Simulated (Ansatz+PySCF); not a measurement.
The numbers below are computed, except where a source is named.
A run of PySCF 2.14.0 on singlet BH at this shape:

```xyz
2

B     0.0000    0.0000   -0.2609
H     0.0000    0.0000    1.3045
```

Its results:

| Item | Value |
| --- | --- |
| Converged | yes |
| Reference energy | -25.08523 hartree |
| Correlation energy | -0.04211 hartree |
| Total energy | -25.12734 hartree |

(1) Which input gives this output? Name the method, the orbitals and the basis set, and write the input.

Results:

(1) RHF-MP2 in 6-31G. An unrestricted run that stays on the closed shell gives the same numbers.

```python
from pyscf import gto, scf, mp

mol = gto.M(atom="""
B 0.000000 0.000000 -0.260910
H 0.000000 0.000000 1.304540
""", basis='6-31g', charge=0, spin=0)
mf = scf.RHF(mol)
mf.kernel()
pt = mp.MP2(mf, frozen=1).run()
print(mf.e_tot, pt.e_corr, pt.e_tot)
```

Caution: bonds are stretched, where a single reference can fail.
